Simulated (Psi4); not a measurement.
# Two attempts at BH2O (SMILES B[O])

Aim: the energy in a field of BH2O at UCCSD/pcseg-0 (density fitting, C-PCM water, dipole perturbation λ (added as +λ·μ, a field of −λ) (0, 0.002, 0) a.u.).

The calculation is run with Psi4 1.11.

5 further runs of the same task are left out: 1 that didn't finish, 4 set aside as unsound or not needed.

### 1 The structure to begin with

The species is BH2O (4 atoms), meant as a doublet with charge 0. As SMILES, `B[O]`. Geometry: relaxed at PBE0-D4/def2-TZVP.

Bond lengths: B1–O2 1.281 Å, B1–H3 1.211 Å, B1–H4 1.211 Å. Angles: O2–B1–H3 119.9°, O2–B1–H4 119.9°, H3–B1–H4 120.2°.

### 2 First attempt

File calc.inp:

```
memory 1600 MB

molecule {
  0 3
  B     -0.001100    -0.010300    -0.015100
  O      1.025300    -0.340800     0.676900
  H     -1.052600    -0.587700     0.151600
  H      0.083900     0.878500    -0.833600
  symmetry c1
  no_reorient
  no_com
}

set basis pcseg-0
set reference uhf
set scf_type df
set perturb_h true
set perturb_with dipole
set perturb_dipole [0.0, 0.002, 0.0]
set pcm true

pcm = {
  Units = Angstrom
  Medium {
    SolverType = CPCM
    Solvent = Water
  }
  Cavity {
    Type = GePol
    RadiiSet = UFF
    Scaling = False
    Area = 0.5
    Mode = Implicit
  }
}

energy_value = energy('ccsd')
```

On the command line:

```console
$ psi4 calc.inp calc.out -n 1
```

calc.out:

```text
Psi4 1.11 release

qcelemental.exceptions.ValidationError: Inconsistent or unspecified chg/mult: sys chg: None, frag chg: [0.0], sys mult: None, frag mult: [3]

Printing out the relevant lines from the Psithon --> Python processed input file:
    from psi4.driver.wrapper_database import database, db, DB_RGT, DB_RXN
    from psi4.driver.wrapper_autofrag import auto_fragments
    psi4_io = core.IOManager.shared_object()
    core.set_memory_bytes(1600000000)

--> geometry("""
      0 3
      B     -0.001100    -0.010300    -0.015100
      O      1.025300    -0.340800     0.676900
      H     -1.052600    -0.587700     0.151600
      H      0.083900     0.878500    -0.833600

!----------------------------------------------------------------------------------!
!                                                                                  !
!  Inconsistent or unspecified chg/mult: sys chg: None, frag chg: [0.0], sys mult: !
!     None, frag mult: [3]                                                         !
!                                                                                  !
!----------------------------------------------------------------------------------!

    Psi4 run time: 0:00:00.01
```

It took 0.82 s on 1 thread of Intel Xeon Platinum 8488C (Sapphire Rapids), shared host; peak memory 0.13 GiB.

### 3 Reading the log

The input was rejected.

The telling line is `qcelemental.exceptions.ValidationError: Inconsistent or unspecified chg/mult: sys chg: None, frag chg: [0.0], sys mult: None, frag mult: [3]`. The fault: the spin state typed doesn't suit the molecule. To mend it: multiplicity 2 in place of 3.

### 4 The mended input

File input.in:

```
memory 1600 mb

molecule {
  0 2
  B     -0.001100    -0.010300    -0.015100
  O      1.025300    -0.340800     0.676900
  H     -1.052600    -0.587700     0.151600
  H      0.083900     0.878500    -0.833600
  symmetry c1
  no_reorient
  no_com
}

set basis pcseg-0
set reference uhf
set scf_type df
set perturb_h true
set perturb_with dipole
set perturb_dipole [0.0, 0.002, 0.0]
set pcm true

pcm = {
  Units = Angstrom
  Medium {
    SolverType = CPCM
    Solvent = Water
  }
  Cavity {
    Type = GePol
    RadiiSet = UFF
    Scaling = False
    Area = 0.5
    Mode = Implicit
  }
}

energy('ccsd')
print_variables()
```

On the command line:

```console
$ psi4 -i input.in -o input.out -n 1
```

input.out:

```text
[...]
  Running in c1 symmetry.
[...]
  Nuclear repulsion =   25.056786039443416
[...]
  Multiplicity = 2
[...]
  Nalpha       = 8
  Nbeta        = 7
[...]
    Number of basis functions: 22
[...]
   @DF-UHF iter   1:  -100.28686073388199   -8.38575e-01   1.78531e-02 DIIS/ADIIS
[...]
   @DF-UHF iter  17:  -100.40710064424289   -9.94760e-14   5.61150e-09 DIIS
[...]
   @S^2 Observed:                7.676417908E-01
[...]
    Orbital Energies [Eh]
    ---------------------
    Alpha Occupied:
       1A    -20.659017     2A     -7.639819     3A     -1.433377
       4A     -0.728503     5A     -0.713576     6A     -0.613144
       7A     -0.607660     8A     -0.477415
    Alpha Virtual:
       9A      0.138420    10A      0.269465    11A      0.275910
      12A      0.349042    13A      0.438223    14A      0.603650
      15A      0.702820    16A      0.959217    17A      1.050319
      18A      1.055674    19A      1.451391    20A      1.771358
      21A      1.860688    22A      1.982550
[...]
  @DF-UHF Final Energy:  -100.40710064424289
   => Energetics <=
    Nuclear Repulsion Energy =             25.0567860394434163
    One-Electron Energy =                -186.1272544863479652
    Two-Electron Energy =                  60.6673773878075764
    PCM Polarization Energy =              -0.0040095851459065
    Total Energy =                       -100.4071006442428882
  UHF NO Occupations:
  HONO-2 :    6  A 1.9974056
[...]
 Multipole Moments:
 ------------------------------------------------------------------------------------
     Multipole            Electronic (a.u.)      Nuclear  (a.u.)        Total (a.u.)
 ------------------------------------------------------------------------------------
 L = 1.  Multiply by 2.5417464519 to convert [e a0] to [Debye]
 Dipole X            :        -14.1526378           13.6593184           -0.4933194
 Dipole Y            :          4.8280114           -4.6999378            0.1280735
 Dipole Z            :         -9.1216330            8.8017774           -0.3198557
 Magnitude           :                                                    0.6017262
[...]
      * MP2 total energy                      = -100.559624115184675
[...]
      * CCSD total energy                     = -100.584687148883930
[...]
```

It took 4.8 s on 1 thread of Intel Xeon Platinum 8488C (Sapphire Rapids), shared host; peak memory 0.19 GiB.

### 5 What came out

At UCCSD/pcseg-0 (density fitting, C-PCM water, dipole perturbation λ (added as +λ·μ, a field of −λ) (0, 0.002, 0) a.u.):

| quantity | value |
| --- | --- |
| total energy | -100.58469 Eh |
| correlation energy | -177.4 mEh |
| solvent term in the energy | -10.5 kJ/mol |
| ⟨S²⟩ of the reference determinant | 0.768 |
| T1 diagnostic | 0.054 |

The T1 diagnostic of 0.054 is above the customary mark for such species, so a single reference may not serve.
